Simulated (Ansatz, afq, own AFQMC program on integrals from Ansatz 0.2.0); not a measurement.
H2F, doublet: AFQMC among the cluster methods

```xyz
3

H     0.0000    0.0000   -0.9673
H     0.0000    0.0000    0.0337
F     0.0000    0.0000    0.9337
```

Basis cc-pVTZ. Noble-gas cores (and the filled d shells of Ga–Kr and In–Xe) are frozen. Integrals, coupled cluster, full CI and functionals: Ansatz 0.2.0; the random walks run on the same integrals in our own AFQMC program. The CISD trial takes its coefficients from CCSD amplitudes. Released means that phaseless walkers are propagated on without the constraint, phases kept. Error bars are statistical, one sigma.

Determinant: UHF, the one that the program's search chose, which needn't be the lowest solution. The geometry is a point of a scan.

No full CI on the walks' own integrals is used here; CCSDT(Q) serves as the reference and is uncertain by about the last step of the cluster series.

* T1 diagnostic: 0.0102
* weight of the determinant in the CISD state: 0.948
* ⟨S²⟩ of the determinant: 0.755
* size of the correlated space: 9 electrons in 57 orbitals

| level | correlation energy (eV) |
| --- | --- |
| MP2 | -7.5605 |
| CCSD | -7.6555 |
| CCSD(T) | -7.8437 |

Problem. Estimate where AFQMC with the constraint released lies against CCSD(T) on the same integrals.

Solution. 1.4 ± 0.4 kJ/mol below CCSD(T).

Reference: CCSDT(Q), correlation energy -7.853 eV. The released energy is read at 2.40 1/Eh (meV from the phaseless value at times in 1/Eh: -1.0 ± 2.3 at 0.24, -3.3 ± 2.3 at 0.51, -2 ± 3 at 0.99, -6 ± 3 at 1.62, -7 ± 4 at 2.40).

```json
{"level": "CCSD(T)", "E − E(reference) (kJ/mol)": "0.9", "share of correlation (%)": "99.88"}
{"level": "CCSDT", "E − E(reference) (kJ/mol)": "0.6", "share of correlation (%)": "99.91"}
{"level": "ph-AFQMC/CISD", "E − E(reference) (kJ/mol)": "0.2 ± 0.4", "share of correlation (%)": "99.98"}
{"level": "released AFQMC", "E − E(reference) (kJ/mol)": "-0.5 ± 0.4", "share of correlation (%)": "100.07"}
```

A walk keeps the symmetry of its determinant, which the program's search chose and which needn't be the lowest solution, so a lower state of the same spin and another symmetry isn't excluded. Released energies are given only where the last usable release times agree within the noise; a slower fall can still hide under it.
